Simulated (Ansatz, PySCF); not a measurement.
Process, species as SMILES: NN (N2H4) + H+ → N[NH3+]
Geometries: B3LYP-D3(BJ)/def2-TZVP minima from Ansatz (a quantum-chemistry and plane-wave program), one conformer each, not searched for the lowest.

Quantity: proton affinity (electronic energy difference), positive where the reaction releases energy, in eV. Valence correlation only, unless marked. No spin-orbit coupling. Non-relativistic. CBS marks a two-point X^-3 extrapolation of the correlation energy; Hartree-Fock from the larger set.

| level | program | proton affinity (eV) |
|---|---|---|
| PBE-D4/def2-TZVPD | Ansatz + dftd4 | 9.24 |
| PBE0/6-31G* | Ansatz | (withheld) |
| PW6B95-D3(BJ)/def2-TZVPD | PySCF + dftd3 | (withheld) |
| M06-2X/def2-TZVPD | PySCF | 9.20 |
| B2GP-PLYP/def2-TZVPD | Ansatz | 9.25 |
| SCS-MP2/STO-3G | Ansatz | 11.63 |
| CCSD(T)/CBS(cc-pVTZ,cc-pVQZ) | Ansatz | 9.32 |

Fill in the missing entries.


- PBE0/6-31G*, proton affinity (eV): 9.48
- PW6B95-D3(BJ)/def2-TZVPD, proton affinity (eV): 9.30
